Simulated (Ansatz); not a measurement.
Cost and result for the atomization energy of C$_{4}$H$_{10}$O$_{2}$ (`CC(O)CCO`) (16 atoms, 15 bonds).

```xyz
16

C     0.848    0.998   -1.647
C     0.236    0.842   -0.270
O    -1.010    1.518   -0.183
C     0.107   -0.618    0.140
C    -0.372   -0.796    1.568
O    -0.455   -2.155    1.950
H     0.915    2.054   -1.917
H     1.850    0.565   -1.686
H     0.236    0.489   -2.400
H     0.871    1.355    0.462
H    -1.579    1.179   -0.881
H     1.072   -1.120    0.023
H    -0.591   -1.116   -0.550
H     0.345   -0.340    2.256
H    -1.329   -0.281    1.710
H    -1.142   -2.574    1.426
```

The species carries charge 0 and has multiplicity 1. The geometry is a stationary point of PBE0-D4/def2-TZVP. It is one conformer, not always the lowest. Program: Ansatz. All runs use 2 threads of an AMD EPYC 7R13 on a shared host and a share of an NVIDIA H100 80 GB. Times are those of one run each, without the atoms' runs, and a repeat can differ threefold. Electronic energies, without spin–orbit coupling; frozen cores. CCSD(T)/CBS adds CCSD(T) − MP2 in def2-TZVPP to the MP2 limit, and its time is that of the two runs behind it. T1 = 0.010. B3LYP takes the VWN-RPA correlation (the form of Gaussian; ORCA's B3LYP/G).

CCSD(T)/CBS is a level of theory with its own doubt, some kJ/mol a heavy atom from the limit and from the frozen cores, so smaller differences don't rank the functionals.

```csv
level,functions,wall time
PBE-D4/def2-TZVPP (with forces),326,7 s
B2PLYP/def2-TZVPP,326,8.5 s
ωB97M-V/def2-TZVPP (with forces),326,10 s
ωB97X-V/def2-TZVPP,326,11 s
r2SCAN-D4/def2-TZVPP (with forces),326,12 s
PBE0-D4/def2-TZVPP,326,12 s
B3LYP-D4/def2-TZVPP (with forces),326,13 s
MP2/def2-QZVPP,642,15 s
CCSD(T)/def2-TZVPP,326,23 s
CCSD(T)/CBS(def2),–,38 s
```

What atomization energy does each give, and how far from CCSD(T)/CBS? (Best estimate.)

Ansatz gave: 
```json
{"level": "PBE-D4/def2-TZVPP (with forces)", "atomization (kcal/mol)": "1531.0", "difference from CCSD(T)/CBS": "30.1", "per bond": "2.0"}
{"level": "B2PLYP/def2-TZVPP", "atomization (kcal/mol)": "1483.1", "difference from CCSD(T)/CBS": "-17.8", "per bond": "-1.2"}
{"level": "ωB97M-V/def2-TZVPP (with forces)", "atomization (kcal/mol)": "1503.1", "difference from CCSD(T)/CBS": "2.2", "per bond": "0.1"}
{"level": "ωB97X-V/def2-TZVPP", "atomization (kcal/mol)": "1500.4", "difference from CCSD(T)/CBS": "-0.5", "per bond": "0.0"}
{"level": "r2SCAN-D4/def2-TZVPP (with forces)", "atomization (kcal/mol)": "1500.9", "difference from CCSD(T)/CBS": "0.0", "per bond": "0.0"}
{"level": "PBE0-D4/def2-TZVPP", "atomization (kcal/mol)": "1504.3", "difference from CCSD(T)/CBS": "3.4", "per bond": "0.2"}
{"level": "B3LYP-D4/def2-TZVPP (with forces)", "atomization (kcal/mol)": "1496.8", "difference from CCSD(T)/CBS": "-4.1", "per bond": "-0.3"}
{"level": "MP2/def2-QZVPP", "atomization (kcal/mol)": "1508.1", "difference from CCSD(T)/CBS": "7.2", "per bond": "0.5"}
{"level": "CCSD(T)/def2-TZVPP", "atomization (kcal/mol)": "1465.0", "difference from CCSD(T)/CBS": "-35.9", "per bond": "-2.4"}
{"level": "CCSD(T)/CBS(def2)", "atomization (kcal/mol)": "1500.9", "difference from CCSD(T)/CBS": "0.0", "per bond": "0.0"}
```

In def2-TZVPP, CCSD(T) changes the Hartree–Fock value by +375.0 kcal/mol (the triples alone add +20.4 kcal/mol) and MP2 by +397.1 kcal/mol; breaking electron pairs costs correlation energy, which Hartree–Fock lacks. The D4 term adds +10.4 kcal/mol with B3LYP and +5.5 kcal/mol with PBE0; it sums over pairs of atoms, weighted by their polarisabilities, and B3LYP, whose exchange is more repulsive, gets the larger term. From PBE to PBE0 (25 % exact exchange), in def2-TZVPP and without D4, the atomization energy moves by −25.6 kcal/mol: exact exchange takes away binding that semilocal exchange gives to molecules.
